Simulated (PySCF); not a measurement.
How exact exchange moves a shielding

Molecule: SMILES C#CC(=C)SC, C5H6S.

Mapped SMILES: `[CH:1]#[C:2][C:3](=[CH2:4])[S:5][CH3:6]`. Each H is labelled by its parent atom. Ha(C4) is cis to C2; Hb(C4) is trans to C2.

GIAO shieldings (ppm, equivalent atoms averaged) in PySCF on the PBE0-D3(BJ)/def2-SVP geometry, basis pcSseg-1, gas phase, non-relativistic:

| functional | exact exchange (%) | σ(C2) | σ(S5) |
| --- | --- | --- | --- |
| BLYP | 0 | 93.3 | 406.8 |
| BP86 | 0 | 96.8 | 429.5 |
| PBE | 0 | 96.9 | 431.6 |
| B3LYP | 20 | 98.3 | 439.2 |
| mPW1PW91 | 25 | 102.6 | 466.1 |
| HF | 100 | 118.1 | 551.8 |

Task: Fit each shielding as a line in the percentage of exact exchange.

Result: σ(C2) = 95.6 + 0.23 x (rms 1.5 ppm); σ(S5) = 422.8 + 1.30 x (rms 9.9 ppm). The functionals also differ in their semilocal parts, which the line can't hold; Hartree–Fock has no correlation at all.

Task: What does the line predict for PBE0 (25 %), and what does the run give?

Result: σ(C2): 101.3 predicted, 103.0 computed; σ(S5): 455.3 predicted, 470.2 computed ppm.
